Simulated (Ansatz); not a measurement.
Reaction (ligand exchange at a B–C bond): `BCB` + `[SiH3]S` → `BS[SiH3]` + `BC`

Program: Ansatz. Geometries: PBE0-D4/def2-TZVP. ΔE: electronic, gas phase. CCSD(T)/CBS is the MP2 limit (def2-TZVPP, def2-QZVPP) plus CCSD(T) − MP2 in def2-TZVPP, frozen cores. This one scheme is used for every species.

```csv
species,CCSD(T)/def2-TZVPP energy (Eh)
`BCB`,-91.16431
`[SiH3]S`,-689.20524
`BS[SiH3]`,-714.60106
`BC`,-65.79756
```

(1) Work out ΔE.

(2) What do rigid-rotor, harmonic-oscillator terms from PBE0-D4/def2-TZVP frequencies (298.15 K, 1 bar) make of the CCSD(T)/CBS value? (Estimate.)

Largest T1 diagnostic among the species: 0.014.

Answers

(1) ΔE = (-714.60106) + (-65.79756) − (-91.16431) − (-689.20524) = -0.02907 Eh = -76.3 kJ/mol. CCSD(T)/CBS gives -75.9 kJ/mol.

(2) Ansatz gave: ΔZPE = +5.7 kJ/mol, ΔH = -70.0 kJ/mol, ΔS = 1 J/(mol·K), ΔG = -70.2 kJ/mol.

Leaving LDA and LC-ωPBE aside and taking each functional with its dispersion term where it has one, the values, not all of them listed here, spread over 5.3 kJ/mol, from revPBE-D4 to ωB97M-V. In def2-TZVPP, CCSD(T) changes the Hartree–Fock value by −5.2 kJ/mol (the triples alone add −2.4 kJ/mol) and MP2 by −7.5 kJ/mol.
